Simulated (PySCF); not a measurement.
Species: C4H4N2.
Bonds: C1–C2 (aromatic), C2–N3 (aromatic), N3–C4 (aromatic), C4–C5 (aromatic), C5–N6 (aromatic), C1–N6 (aromatic). Hydrogens: H7 on C1; H8 on C2; H9 on C4; H10 on C5.

A GFN2-xTB structure was refined with PBE0-D3(BJ)/def2-SVP geometry optimisation, gas phase in PySCF. Its GFN2-xTB values:

```
coordinate  GFN2-xTB
     C1–C2   1.389 Å
     C1–N6   1.324 Å
     C1–H7   1.081 Å
     C2–H8   1.081 Å
  C2–C1–N6    121.5°
  C2–N3–C4    117.0°
```

Question: How do these coordinates change at the PBE0-D3(BJ)/def2-SVP level?

Answer: 
```csv
coordinate,PBE0-D3(BJ)/def2-SVP (Å or °),change
C2–H8,1.096,+0.015
C1–H7,1.096,+0.015
C1–C2,1.397,+0.008
C1–N6,1.329,+0.005
C2–N3–C4,116.4,-0.6
C2–C1–N6,121.8,+0.3
```

The energy falls by 0.029 eV over 3 energy and gradient evaluations, the largest force component goes from 0.0103 to 1.6e-04 Eh/bohr, and the atoms move by 0.020 Å rms after alignment. Among the bonds, C1–H7, C2–H8, C4–H9 and C5–H10 change most and about equally (+0.015 Å). Bonds longer at the end by more than 0.005 Å: 10 of 10; shorter: 0. Rotational constants go from 6475, 6055, 3129 to 6430, 5974, 3097 MHz.

The run used 104 basis functions and 18 SCF cycles in all. Time: 13 s wall; peak memory 0.45 GiB. Hardware: one thread of an Arm Neoverse N1 (shared host).

Not checked by PBE0-D3(BJ)/def2-SVP frequencies.
